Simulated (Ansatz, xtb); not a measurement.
**Isomers of C4H9NO in order of energy**

8 gas-phase structures of C4H9NO, from a drawn sample of its isomers (lower ones may exist). Each was relaxed with GFN2-xTB; where two conformers were screened, the lower at r2SCAN-D4/def2-SVP is listed:

A. `C[C@@H]1OC[C@H]1N`, a singlet
B. `C[C@@H]1OC[C@@H]1N`, a singlet
C. `C[C@@H]1CO[C@@H]1N`, a singlet
D. `C[C@@H]1CO[C@H]1N`, a singlet
E. `CC1(N)COC1`, a singlet
F. `C[C@@H]1C[C@@H](N)O1`, a singlet
G. `C[C@@]1(N)CCO1`, a singlet
H. `C[C@@H]1C[C@H](N)O1`, a singlet

Q: Estimate their order in r2SCAN-D4/def2-SVP energy at these geometries, lowest first.

A: Calculated order at r2SCAN-D4/def2-SVP: H (0.0), G (0.2), F (0.4), C (9.0), D (9.4), A (10.5), B (11.0), E (13.5) kcal/mol. Less than 1 kcal/mol parts H and G; G and F; C and D; A and B, so the order within those pairs means little.

Energies above the lowest of each column, in kcal/mol; the last columns are at PBE-D3(BJ)/def2-SVP geometries and were run for some of them only (a dash: not run or not comparable):

| structure | GFN2-xTB | HF/STO-3G | r2SCAN-D4/def2-SVP | PBE-D3(BJ)/def2-SVP | CCSD(T)/def2-SVP + ΔMP2/def2-TZVPP |
| --- | --- | --- | --- | --- | --- |
| H | 0.6 | 0.2 | 0.0 | 0.0 | 0.1 |
| G | 0.0 | 0.0 | 0.2 | 0.6 | 0.0 |
| F | 0.7 | 0.4 | 0.4 | 0.6 | 0.7 |
| C | 6.8 | 6.8 | 9.0 | 8.7 | 8.3 |
| D | 6.2 | 6.5 | 9.4 | 8.9 | 8.0 |
| A | 7.0 | 6.3 | 10.5 | 9.7 | 9.1 |
| B | 8.2 | 7.4 | 11.0 | – | – |
| E | 8.1 | 8.8 | 13.5 | – | – |

CCSD(T)/def2-SVP + ΔMP2/def2-TZVPP has F and G and H within 1 kcal/mol of each other at the bottom, and every level picks one of them. CCSD(T)/def2-SVP + ΔMP2/def2-TZVPP orders those it was run on as G (0.0), H (0.1), F (0.7), D (8.0), C (8.3), A (9.1) kcal/mol. Less than 1 kcal/mol parts G and H; H and F; D and C; C and A, so the order within those pairs means little. Flexible structures stand in one conformer each, not always the lowest. Frequencies (GFN2-xTB) were run for A, C, F, G, H alone. ΔMP2 is the change of the MP2 energy from the smaller to the larger basis.

Over these structures GFN2-xTB departs from r2SCAN-D4/def2-SVP by 1.7 kcal/mol on average once a common shift is removed. A GFN2-xTB relaxation took about 0.079 s and the r2SCAN-D4/def2-SVP energy about 3.1 s on a shared host (Ansatz 0.2.0, xtb 6.7.1).
